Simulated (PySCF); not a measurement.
## Ionisation of ethyl methyl sulfide

Parent: ethyl methyl sulfide, `CCSC` (C3H8S). Numbering: `[CH3:1][CH2:2][S:3][CH3:4]`

These are calculated values, ωB97X-D3(BJ)/ma-def2-TZVP in PySCF (grid level 2) at geometries from PBE0-D3(BJ)/def2-SVP. Zero-point and thermal terms (298.15 K, 1 bar) come from unscaled PBE0-D3(BJ)/def2-SVP harmonic frequencies, with soft modes damped to free rotors in the entropy.

Frontier levels of the parent: HOMO -8.72 eV, LUMO 1.18 eV.

Oxidation to the radical cation:
* Vertical ionisation energy (electronic): 8.64 eV
* Adiabatic ionisation energy (with zero-point energy): 8.52 eV
* Adiabatic, electronic part: 8.56 eV
* Vertical gap at the product's structure: 8.46 eV
* Inner reorganisation energy (four-point): 173 meV
* Relaxation of product / of parent: 82 / 92 meV
* ⟨S²⟩ of the product: 0.755
* Largest spin populations: S3 0.92
* Largest changes of atomic charge: S3 0.66
* Distances that move most (Å): S3–C4 1.804 → 1.774; C2–S3 1.814 → 1.796; C1–C2 1.517 → 1.531; C4–H 1.101 → 1.106

Measured values (NIST Chemistry WebBook, evaluated or the median of agreeing entries): adiabatic ionisation energy 8.55 eV (computed 8.52, difference -0.03).

Structures, frequencies and single points took 8.3 min of wall time on 1 thread of Arm Neoverse V2 (shared host), launched as `OMP_NUM_THREADS=1 python redox_run.py task.json out`.
